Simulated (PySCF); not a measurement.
GaH⁻, doublet: vertical spin and charge gaps

Geometry (PBE0/def2-TZVPD stationary point for this spin):

```xyz
2

Ga    0.0000    0.0000    0.0000
H     0.0000    0.0000    1.7244
```

Basis aug-cc-pVTZ; PySCF 2.14.0. Only valence electrons are correlated (noble-gas cores and the filled d shells of p-block atoms frozen). Prefix R: restricted or restricted open-shell reference. No spin–orbit coupling is included, and no scalar relativity.

Gaps are energies of the second state less the first, at fixed atoms, for a selection of the levels run; mean-field and cluster levels share one orbital occupation for each state, and full CI takes the lowest of the symmetries tried.

The highest occupied Kohn–Sham level of the anion is positive, up to +1.71 eV, so in those functionals the extra electron is held by the basis alone, which enters their differences from the reference.

Removing an electron, to the singlet: 0.114 eV at RCCSDT.

| level | gap (eV) | error (meV) |
| --- | --- | --- |
| RHF | -0.289 | -403 |
| RMP2 | 0.054 | -60 |
| RCCSD | 0.058 | -56 |
| RCCSD(T) | 0.103 | -11 |
| PBE | 0.252 | 138 |
| r2SCAN | 0.317 | 203 |
| PBE0 | 0.224 | 110 |
| B3LYP | 0.223 | 109 |
| wB97M-V | 0.055 | -59 |
| B2PLYP | 0.090 | -24 |

Wrong sign: RHF.

Functionals correlate the shells that the reference freezes, so part of their error here is the reference's.

Full CI isn't at hand for all of this; RCCSDT serves as the reference. It lacks quadruple excitations.
